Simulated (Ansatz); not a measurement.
## Scan of the B2–Cl3 bond length

BHCl$_{2}$ (SMILES ClBCl), singlet, at its PBE0-D4/def2-TZVP minimum:

Cl1  (-1.521, -0.680, -0.004)
B2  (0.026, 0.100, -0.069)
Cl3  (1.411, -0.615, 0.693)
H4  (0.139, 1.134, -0.640)
(Å)

The bond length B2–Cl3 (1.734 Å at the minimum) is set to the values below, the two halves moving rigidly along the bond. Each method's energies count from its own value at the PBE0-D4 minimum structure. Computed with Ansatz 0.2.0 (basis: def2-TZVPP); correlated methods freeze the cores. B3LYP uses VWN-RPA correlation.

CCSD(T) energies along the scan:
```json
{"bond length (Å)": "1.422", "CCSD(T) (kcal/mol)": "50.64"}
{"bond length (Å)": "1.495", "CCSD(T) (kcal/mol)": "26.23"}
{"bond length (Å)": "1.602", "CCSD(T) (kcal/mol)": "6.91"}
{"bond length (Å)": "1.727", "CCSD(T) (kcal/mol)": "0.05"}
{"bond length (Å)": "1.866", "CCSD(T) (kcal/mol)": "3.53"}
{"bond length (Å)": "2.015", "CCSD(T) (kcal/mol)": "13.71"}
{"bond length (Å)": "2.173", "CCSD(T) (kcal/mol)": "27.46"}
{"bond length (Å)": "2.340", "CCSD(T) (kcal/mol)": "42.66"}
{"bond length (Å)": "2.514", "CCSD(T) (kcal/mol)": "57.75"}
```
They count from the CCSD(T) energy at the PBE0-D4 minimum.

Minimum and curvature along this coordinate at CCSD(T): A fifth-order fit through the nearest points gives 1.742 Å, with a curvature of about 24 eV/Å².

Question: Treat the two halves as rigid bodies and work out the harmonic wavenumber of this stretch from that curvature (ν̃ = 521.5 √(k/μ) cm⁻¹ with k in eV/Å² and μ in u).

Answer: The halves weigh 47.27 and 35.45 u, so μ = 47.27 × 35.45/82.72 = 20.258 u and ν̃ = 521.5 √(24/20.258) ≈ 570 cm⁻¹. A true normal mode mixes in other motions, so this is a guide only.

Largest difference from the CCSD(T) curve over the scan: PBE-D4 4.76; PBE0-D4 2.92; B3LYP-D4 3.51; wB97M-V 1.91 kcal/mol. Each curve counts from its own value at the minimum.

No T1 diagnostic of these runs exceeds 0.018.

For scale, one of the runs: CCSD(T)/def2-TZVPP, 129 basis functions (an equivalent command: `ansatz run in.yaml --threads 2`). Hardware: 2 CPU threads, shared host. Wall time about 13 s.
